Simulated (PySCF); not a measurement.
# Stationary points of SN(OH)2

Level of theory: PBE0 in PySCF with S def2-TZVP, N def2-TZVP, O def2-TZVP, H def2-TZVP; no relativity; density-fitted integrals.

Relaxations began from a few typed shapes; open shells are unrestricted. The search is not exhaustive: other isomers or separated fragments can lie lower, and high-lying points may rest on an excited occupation.

```
   spin  group                                                            bonds                                                               angles  imaginary modes (cm⁻¹)  ΔE (kJ/mol)  ΔE with ZPE (kJ/mol)
doublet     C1  O–H 0.967 Å, O–H 0.969 Å, S–N 1.497 Å, S–O 1.621 Å, S–O 1.659 Å  H–O–S 105.8°, H–O–S 109.7°, N–S–O 111.3°, N–S–O 117.6°, O–S–O 92.0°                    none          0.0                   0.0
doublet     Cs                  O–H 0.976 Å (×2), S–N 1.568 Å, S–O 1.617 Å (×2)                   H–O–S 106.7° (×2), N–S–O 100.9° (×2), O–S–O 107.5°                    none         50.3                  54.8
doublet    C2v                  O–H 0.968 Å (×2), S–N 1.527 Å, S–O 1.727 Å (×2)                    H–O–S 117.1° (×2), N–S–O 92.1° (×2), O–S–O 175.9°                    162i        124.0                     –
```

The lowest minimum found is the doublet C1: O–H 0.967 Å, O–H 0.969 Å, S–N 1.497 Å, S–O 1.621 Å, S–O 1.659 Å; H–O–S 105.8°, H–O–S 109.7°, N–S–O 111.3°, N–S–O 117.6°, O–S–O 92.0°.
